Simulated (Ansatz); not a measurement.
Reaction (SMILES): NC=O + 3 [H][H] (H2) → C (CH4) + N (NH3) + O (H2O)
B3LYP-D3(BJ)/def2-TZVP geometries, fixed; electronic energies without zero-point terms.
Largest species:
```xyz
6

N     -1.0698     0.1943     0.1075
C      0.2724     0.3136    -0.0479
O      1.0507    -0.6113    -0.0819
H     -1.4767    -0.7220     0.2042
H     -1.6667     1.0020     0.1281
H      0.5920     1.3678    -0.1427
```

Basis-set convergence of the energy of full hydrogenation at HF with Ansatz (a program for electronic structure). Cartesian d functions, on some or all atoms, in 6-31G*, 6-31G**; all else is spherical. Species with rotatable bonds are taken in one conformer. No added dispersion term, no relativity. Functions are those of the species that has most. Reference: the value in aug-pcseg-3, -56.06 kcal/mol, itself unsure by roughly 0.03 kcal/mol (its mean distance from aug-cc-pVQZ, def2-QZVPPD, pcseg-3). Deviations are taken from unrounded values.

| basis | functions | energy of full hydrogenation (kcal/mol) | minus reference (kcal/mol) |
|---|---|---|---|
| STO-3G | 18 | -68.44 | -12.39 |
| 3-21G | 33 | -50.35 | 5.70 |
| 6-31G | 33 | -57.71 | -1.66 |
| pcseg-0 | 33 | -55.56 | 0.49 |
| def2-SV(P) | 48 | -37.28 | 18.78 |
| 6-31G* | 51 | -49.97 | 6.09 |
| def2-SVP | 57 | -53.55 | 2.50 |
| pcseg-1 | 57 | -54.73 | 1.33 |
| 6-31G** | 60 | -54.22 | 1.83 |
| def2-SVPD | 87 | -59.12 | -3.06 |
| aug-cc-pVDZ | 96 | -60.06 | -4.01 |
| 6-311++G(2d,2p) | 111 | -58.61 | -2.55 |
| cc-pVTZ | 132 | -54.91 | 1.14 |
| def2-TZVPD | 141 | -54.53 | 1.53 |
| def2-TZVPPD | 165 | -56.58 | -0.53 |
| aug-pcseg-2 | 207 | -56.51 | -0.45 |
| def2-QZVPP | 261 | -55.96 | 0.09 |
| aug-cc-pVQZ | 378 | -56.06 | -0.01 |
